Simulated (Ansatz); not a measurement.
**N2H (doublet): wave-function methods side by side, def2-QZVPP**

An exercise on one series of results from a longer session: the logs are not shown, and one member is left open.

Method: def2-QZVPP, core rule «outside noble gas», up to 2 orbitals frozen; program: Ansatz 0.2.0, Gaussian basis.

To be run: UHF; ROHF; CCSD(T) on UHF.

2 further runs of the same task are left out: 2 set aside as unsound or not needed.

### What is computed

The geometry is a PBE0/def2-TZVP stationary point (not a proven minimum).

3 atoms, charge 0, spin multiplicity 2.

Atoms are counted from 1 here; the program's logs count them from 0.

Bond lengths: N1–N2 1.165 Å, N1–H3 1.057 Å. Angles: N2–N1–H3 117.5°.

The first run:

in.yaml

```yaml
crystal:
  periodic: [false, false, false]
  atoms:
    - {symbol: N, position_ang: [0.000000, -0.129220, 0.530635]}
    - {symbol: N, position_ang: [0.000000, 0.078417, -0.615382]}
    - {symbol: H, position_ang: [0.000000, 0.705987, 1.177680]}
basis:
  gaussian: {orbitals: "def2-QZVPP.json"}
magnetization: {spin_polarized: true, initial_magnetization: 1}
hamiltonian: {xc: hf}
output: {orbitals: {seedname: orbitals}}
```

Command:

```sh
$ ansatz run in.yaml --threads 1 --pin off --events-out ev --progress --plain --max-ram 2393MiB
```

Steps of the session up to this table: UHF; ROHF; CCSD(T) on UHF.

One of the session's tables, all rows but one given; the rest of the session is left out.

```
  method  from UCCSD(T) (meV)
    ROHF             +11694.0
     UHF             +11444.6
    UMP2               +991.0
   UCCSD                    ?
UCCSD(T)                    0
```

**Question.** Estimate the row for UCCSD.

The run gave: from UCCSD(T) (meV): +528.2. In the column «from UCCSD(T) (meV)» it lies between UCCSD(T) (0) and UMP2 (+991.0).
